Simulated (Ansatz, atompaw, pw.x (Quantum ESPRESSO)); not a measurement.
## pw.x on fcc Al: one setting changed

Potential: PAW, atompaw 4.2.0.5, PBE; core [Ne], reference 3s2 3p1; waves: 3s (bound): rc 2.48 bohr; 3s channel at 0.2 Ry: rc 2.48 bohr; 3p (bound): rc 2.42 bohr; 3p channel at 1.75 Ry: rc 2.42 bohr; 3d channel at 0.25 Ry: rc 2.48 bohr; 3d channel at 1.7 Ry: rc 2.48 bohr; local part: bessel scheme, radius 2.14 bohr; core correction: smooth core density matched at 2.26 bohr; augmentation: sinc compensation charge, radius 2.04 bohr; PAW radius 2.48 bohr; waves and projectors: custom polynom gramschmidtortho.

The reference run (k-mesh 14³, cutoffs 40/400 Ry, Fermi–Dirac 0.01 Ry, mixing_beta 0.4, conv_thr 1e-9, no spin) gives -0.01 GPa at 16.527 Å³/atom, where all-electron LAPW gives -0.17 GPa. This run, with its own iteration cap, changes tot_charge to -2, a wrong or extreme entry chosen on purpose.

```
&control
  calculation='scf', prefix='x', pseudo_dir='./', outdir='./tmp', tstress=.true., disk_io='none'
/
&system
  ibrav=0, nat=1, ntyp=1, ecutwfc=40, ecutrho=400, nbnd=8,
  occupations='smearing', smearing='fd', degauss=0.01, tot_charge=-2
/
&electrons
  conv_thr=1e-09, mixing_beta=0.4, electron_maxstep=70
/
ATOMIC_SPECIES
Al 1.0 Al.UPF
CELL_PARAMETERS angstrom
  0.00000000 2.02172157 2.02172157
  2.02172157 0.00000000 2.02172157
  2.02172157 2.02172157 0.00000000
ATOMIC_POSITIONS crystal
Al 0.0000 0.0000 0.0000
K_POINTS automatic
14 14 14 0 0 0
```

```bash
pw.x < Al.scf.in > Al.scf.out
```

**Question.** How does the run end?

**Answer.** It converges in 9 iterations; the free energy moves by +18.92 eV/atom and the pressure by +230.07 GPa. The cell is charged against a uniform background, so energy and pressure depend on the zero of the potential and are not those of the crystal.

```
Message from routine setup:
     using ibrav=0 with symmetry is DISCOURAGED, use correct ibrav instead
     lattice parameter (alat)  =       5.4030  a.u.
     unit-cell volume          =     111.5297 (a.u.)^3
     number of electrons       =         5.00
     number of Kohn-Sham states=            8
     kinetic-energy cutoff     =      40.0000  Ry
     charge density cutoff     =     400.0000  Ry
     scf convergence threshold =      1.0E-09
     Exchange-correlation= SLA PW PBX PBC
     number of k points=   104  Fermi-Dirac smearing, width (Ry)=  0.0100
     iteration #  1     ecut=    40.00 Ry     beta= 0.40
     total energy              =     -38.15118408 Ry
     estimated scf accuracy    <       0.00744796 Ry
     iteration #  2     ecut=    40.00 Ry     beta= 0.40
     negative rho (up, down):  9.480E-07 0.000E+00
     total energy              =     -38.11004749 Ry
     estimated scf accuracy    <       0.00227831 Ry
     iteration #  3     ecut=    40.00 Ry     beta= 0.40
     negative rho (up, down):  5.242E-06 0.000E+00
     total energy              =     -38.11250882 Ry
     estimated scf accuracy    <       0.00079445 Ry
     [... 3 iterations left out ...]
     iteration #  7     ecut=    40.00 Ry     beta= 0.40
     negative rho (up, down):  3.853E-05 0.000E+00
     total energy              =     -38.11240619 Ry
     estimated scf accuracy    <       0.00000018 Ry
     iteration #  8     ecut=    40.00 Ry     beta= 0.40
     negative rho (up, down):  3.940E-05 0.000E+00
     total energy              =     -38.11240611 Ry
     estimated scf accuracy    <       0.00000009 Ry
     iteration #  9     ecut=    40.00 Ry     beta= 0.40
     negative rho (up, down):  3.940E-05 0.000E+00
     the Fermi energy is    10.9563 ev
!    total energy              =     -38.11240613 Ry
     estimated scf accuracy    <          3.6E-12 Ry
     smearing contrib. (-TS)   =      -0.00193456 Ry
     The total energy is F=E-TS. E is the sum of the following terms:
     one-electron contribution =       6.25378935 Ry
     hartree contribution      =       0.01748167 Ry
     xc contribution           =      -3.20285976 Ry
     ewald contribution        =      -5.40030859 Ry
     one-center paw contrib.   =     -35.77857425 Ry
     convergence has been achieved in   9 iterations
     negative rho (up, down):  3.940E-05 0.000E+00
          total   stress  (Ry/bohr**3)                   (kbar)     P=     2300.61
     Message from routine punch:
     Nothing written, as per user request (disk_io='none')
```

The run took about 12 s on one core of a shared host (AMD EPYC 7R43 64-Core Processor, 256 threads, 1004 GiB, load 131).
